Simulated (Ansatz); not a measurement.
How well does each level of theory give the lattice constant a of fcc Cu?

Reference value: 3.595 Å (measured, low-temperature or extrapolated to 0 K; zero-point anharmonic expansion removed; as tabulated in Csonka et al. (2009), arXiv:0903.4037).

### Question
Which of these levels comes closest to the reference?
A) PBEsol-D3(BJ) (Ansatz (a program for electronic structure))
B) r²SCAN (Ansatz)
C) r²SCAN50 (Ansatz)
D) PBE (Ansatz)

### Answer
B, r²SCAN (Ansatz)

```csv
level (code),value (Å),error (%)
PBE (Ansatz),3.629,+0.95
PBEsol-D3(BJ) (Ansatz),3.510,-2.36
r²SCAN (Ansatz),3.577,-0.50
r²SCAN50 (Ansatz),3.629,+0.95
```

Of the ranked levels r²SCAN (-0.50 %) comes nearest. Farthest off among them: PBEsol-D3(BJ) (-2.36 %). Every ranked level misses the reference by more than 0.3 %.

Cutoffs and k meshes differ between the levels. Ansatz's density-functional and Hartree–Fock values are scalar-relativistic unless marked +SOC, with PAW data made under PBE.

Differences are worked out from the printed values.
